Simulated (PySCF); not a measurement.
Gas-phase reaction: BH2Cl + BCl3 = 2 H + 2 BCl2

Method: PySCF energies plus ideal-gas RRHO corrections (1 bar). † marks an energy on the PBE0/def2-TZVP geometry and frequencies. MP2 freezes the core. Open shells (unrestricted): H (multiplicity 2), BCl2 (multiplicity 2); the rest are closed-shell singlets. BH2Cl: computed as isolated molecules; such fragments, hydroxides, amides, oligomers or adducts are transient or little studied in the gas. MP2 isn't extrapolated to the basis-set limit; its ΔH°(298 K) is 816.0 kJ in def2-SVP and 838.6 kJ in def2-TZVPP. The harmonic model lacks anharmonicity and excited electronic states, which grow with temperature; levels with a mode under 35 cm⁻¹ are left out.

ΔH° and ΔS° at 298 K: HF/def2-TZVP† 676 kJ, 246 J/K; MP2/def2-SVP† 816 kJ, 246 J/K; MP2/def2-TZVPP† 839 kJ, 246 J/K.

**Question.** With the heat capacities included, give log10 K (1 bar) at 600, 800, 1200, 1400, 2000 K from HF/def2-TZVP†, MP2/def2-SVP†, MP2/def2-TZVPP†.

**Answer.** 
| T (K) | HF/def2-TZVP† | MP2/def2-SVP† | MP2/def2-TZVPP† |
|---|---|---|---|
| 600 | -45.7 | -57.9 | -59.9 |
| 800 | -30.8 | -40.0 | -41.5 |
| 1200 | -15.9 | -22.0 | -23.0 |
| 1400 | -11.6 | -16.8 | -17.7 |
| 2000 | -3.9 | -7.6 | -8.2 |
